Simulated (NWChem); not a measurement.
The numbers come from NWChem runs, not from measurements. System: HO, charge 0, spin multiplicity 2, at a geometry optimised with UPBE0/def2-SVP. The structure started from a generated list of species. Its SCF solution wasn't tested for a lower state. Level: UB2PLYP/def2-TZVP, 1 core orbitals frozen.

The NWChem input:

```
start mol
memory heap 200 mb stack 900 mb global 1100 mb
geometry units angstroms nocenter noautoz
  O      0.000000     0.000000     0.108493
  H      0.000000     0.000000    -0.867944
  symmetry group C2v
end
basis spherical
  * library def2-tzvp
end
dft
  xc hfexch 0.53 becke88 0.47 lyp 0.73 mp2 0.27
  dftmp2
  odft
  mult 2
  semidirect memsize 60000000 filesize 0
  iterations 100
end
mp2
  freeze core 1
end
task dft energy
```

Output (cleaned and shortened):

```
             Northwest Computational Chemistry Package (NWChem) 7.3.0
             --------------------------------------------------------

                                NWChem Input Module
                                -------------------

 Scaling coordinates for geometry "geometry" by  1.889725989
 (inverse scale =  0.529177249)

 Turning off AUTOSYM since
 SYMMETRY directive was detected!

                             Geometry "geometry" -> ""
                             -------------------------

 Output coordinates in angstroms (scale by  1.889725989 to convert to a.u.)

  No.       Tag          Charge          X              Y              Z
 ---- ---------------- ---------- -------------- -------------- --------------
    1 O                    8.0000     0.00000000     0.00000000     0.10849300
    2 H                    1.0000     0.00000000     0.00000000    -0.86794400

 Effective nuclear repulsion energy (a.u.)       4.3355771975

            Nuclear Dipole moment (a.u.)
            ----------------------------
        X                 Y               Z
 ---------------- ---------------- ----------------
     0.0000000000     0.0000000000     0.0000000000

      Symmetry information
      --------------------

 Group name             C2v
 Group number             16
 Group order               4
 No. of unique centers     2

      Symmetry unique atoms

     1    2


 Summary of "ao basis" -> "" (spherical)
 ------------------------------------------------------------------------------
       Tag                 Description            Shells   Functions and Types
 ---------------- ------------------------------  ------  ---------------------
 *                         def2-tzvp                  on all atoms

  dft_input: which_mp2 not specified, using semidirect MP2 by default.

                                 NWChem DFT Module
                                 -----------------

 Summary of "ao basis" -> "ao basis" (spherical)
 ------------------------------------------------------------------------------
       Tag                 Description            Shells   Functions and Types
[...]
     2   0 2 0     -4.039920     -2.614632     -1.425288      0.000000
     2   0 1 1     -0.000000     -0.000000     -0.000000      0.000000
     2   0 0 2     -3.396504     -3.337554     -3.085401      3.026451

                   NWChem MP2 Semi-direct Energy/Gradient Module
                   ---------------------------------------------

  Basis functions       =     37
  Molecular orbitals    =     37
  Frozen core           =      1
  Frozen virtuals       =      0
  Active alpha occupied =      4
  Active beta occupied  =      3
  Active alpha virtual  =     32
  Active beta virtual   =     33
  Use MO symmetry       = T
  Use skeleton AO sym   = T

  AO/Fock/Back tols     =   1.0D-09  1.0D-09  1.0D-09

 GA uses MA = F    GA memory limited = T

 Available:
  local mem=  4.43D+07
 global mem=  1.44D+08
 local disk=  0.00D+00
  mp2_memr nvloc                    32
  nvloc new                    32
   1 passes of   4:        3145728                       9190                    308343.
   1 passes of   4: M     44324052           G      144176462           F      41178324.

 Semi-direct pass number   1 of   1  for UHF alpha       at        0.3s
  vrange nnbf                   703
  mp2_eaftype                    10  avail_ma_in_mb                   386
 EAF : mp2_eaftype filesize          10     154171.
  mp2_eaf for mointskh                     10
Node 0 wrote      0.7 Mb in      0.0 s     Agg I/O rate:  1720.2 Mb/s
 Done moints_semi at        0.4s
  mp2_eaftype                    10  avail_ma_in_mb                   386
 EAF : mp2_eaftype filesize          10     154171.
  mp2_eaf for kh                    10
 Done maket at        0.4s
 Done multipass loop at        0.4s

 GA uses MA = F    GA memory limited = T

 Available:
  local mem=  4.43D+07
 global mem=  1.44D+08
 local disk=  0.00D+00
  mp2_memr nvloc                    33
  nvloc new                    33
   1 passes of   3:        3145728                       7740                    239027.
   1 passes of   3: M     44324052           G      144176462           F      41178324.

 Semi-direct pass number   1 of   1  for UHF beta        at        0.4s
  vrange nnbf                   703
  mp2_eaftype                    10  avail_ma_in_mb                   386
 EAF : mp2_eaftype filesize          10     119513.
  mp2_eaf for mointskh                     10
Node 0 wrote      0.6 Mb in      0.0 s     Agg I/O rate:  2148.5 Mb/s
 Done moints_semi at        0.5s
  mp2_eaftype                    10  avail_ma_in_mb                   386
 EAF : mp2_eaftype filesize          10     119513.
  mp2_eaf for kh                    10
 Done maket at        0.5s
 Done multipass loop at        0.5s

          -------------------------------------------
          DFT energy                     -75.653811864383
          Unscaled MP2 energy             -0.231406113891
          Total DFT+MP2 energy           -75.716291515134
          -------------------------------------------

 -----------------------
 Performance information
 -----------------------

 Timer overhead =  9.66D-08 seconds/call

               Nr. of calls         CPU time (s)                 Wall time (s)                GFlops
             ---------------    -------------------     ------------------------------   -------------------
Name         Min   Avg   Max    Min     Avg     Max     Min     Avg     Max   Mx/calls   Min     Max     Sum
mp2: moin     2     2     2   0.17    0.17    0.17     0.17    0.17    0.17    8.37E-2   0.0     0.0     0.0
mp2: make     2     2     2   6.87E-3 6.87E-3 6.87E-3  6.87E-3 6.87E-3 6.87E-3 3.43E-3   0.0     0.0     0.0
mp2: tota     1     1     1   0.20    0.20    0.20     0.20    0.20    0.20    0.20      0.0     0.0     0.0

 The average no. of pstat calls per process was 5.00D+00
 with a timing overhead of 4.83D-07s

 Task  times  cpu:        0.5s     wall:        0.5s

 Total times  cpu:        0.5s     wall:        0.5s
```
